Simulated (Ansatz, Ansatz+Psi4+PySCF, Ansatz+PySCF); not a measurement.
```yaml
atoms:
  - { symbol: C, position_ang: [0.0000, -0.0017, -1.0851] }
  - { symbol: C, position_ang: [0.0000, 0.1847, 0.2043] }
  - { symbol: C, position_ang: [0.0000, 0.0279, 1.5302] }
  - { symbol: N, position_ang: [0.0000, -0.0412, 2.6538] }
  - { symbol: H, position_ang: [0.0000, -1.0025, -1.5191] }
  - { symbol: H, position_ang: [0.0000, 0.8327, -1.7841] }
```

Basis set: cc-pVTZ (spherical functions). Correlated methods keep 4 orbitals frozen. Correlation on ROHF uses semicanonical orbitals with singles. Charge 0, multiplicity 2.

Computed with Ansatz (development build ahead of 0.2.0); each method stands on the lowest determinant of its kind that the runs found.

The atomization energy at this shape (free ground-state atoms in the same class of orbitals less the molecule, no zero-point energy) of doublet C3H2N:

| method | atomization energy |
| --- | --- |
| ROHF-CCSD(T) | 2598.4 kJ/mol |
| ROHF-MP2 | 2688.0 kJ/mol |

(1) What does UHF-MP2 give?

## Answers

(1) 2604.5 kJ/mol. Caution: the shape is not the minimum. Caution for ROHF-MP2, UHF-MP2: forces differ strongly between restricted and unrestricted references. Caution for UHF-MP2: the unrestricted determinant is spin contaminated.
